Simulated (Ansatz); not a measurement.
Compare A (`CN1CCC1`) with its isomer B (`CC(C)C=N`).

Computed with Ansatz on PBE0-D4/def2-TZVP structures; ΔE is electronic, products minus reactants. CCSD(T)/CBS adds triple-zeta CCSD(T) − MP2 to the extrapolated MP2 energy (def2 sets, frozen cores). Functionals use def2-TZVPP. B3LYP here is the variant with VWN-RPA as its local correlation; programs differ in this. One conformer a species, not always the lowest.

A:

Z-matrix (Å, degrees):
```
C
N 1 1.434
H 1 1.093 2 110.0
H 1 1.106 2 112.7 3 120.7
H 1 1.093 2 110.0 3 -118.5
C 2 1.465 1 118.5 3 -174.6
C 2 1.465 1 118.5 3 -66.9
C 6 1.535 2 88.7 1 143.2
H 6 1.094 2 115.3 1 -95.3
H 6 1.103 2 112.5 1 30.4
H 7 1.103 2 112.5 1 -30.4
H 7 1.094 2 115.3 1 95.3
H 8 1.088 6 117.6 2 -138.0
H 8 1.090 6 112.4 2 93.0
```

B:

Z-matrix (Å, degrees):
```
C
C 1 1.528
H 1 1.092 2 110.8
H 1 1.093 2 111.4 3 120.2
H 1 1.093 2 110.6 3 -119.8
C 2 1.517 1 111.9 3 59.6
C 2 1.505 1 109.3 3 -173.6
H 2 1.100 1 107.3 3 -59.5
H 6 1.093 2 111.9 1 -177.7
H 6 1.092 2 110.4 1 -57.9
H 6 1.094 2 111.2 1 61.2
N 7 1.262 2 129.1 1 -124.3
H 7 1.097 2 114.2 1 55.0
H 12 1.022 7 110.9 2 -0.5
```

Q: Which is lower in electronic energy at CCSD(T)/CBS, and by how much? (An estimate is asked.)

A: Computed: B, by 20.8 kcal/mol.

Q: Give E(B) − E(A) in kcal/mol with B3LYP-D4, CCSD(T)/def2-TZVPP, ωB97M-V, PBE0-D4, HF/def2-TZVPP, B3LYP, PBE-D4. (Estimate.)

A: Ansatz gave: B3LYP-D4 -21.3, CCSD(T)/def2-TZVPP -20.8, ωB97M-V -19.3, PBE0-D4 -16.8, HF/def2-TZVPP -21.9, B3LYP -21.4, PBE-D4 -18.3. None reverses the order clearly.

Largest T1 diagnostic: 0.011.

In def2-TZVPP, CCSD(T) changes the Hartree–Fock value by +1.1 kcal/mol (the triples alone add −0.4 kcal/mol) and MP2 by +2.3 kcal/mol. From PBE to PBE0 (25 % exact exchange), in def2-TZVPP and without D4, E(B) − E(A) moves by +1.5 kcal/mol.
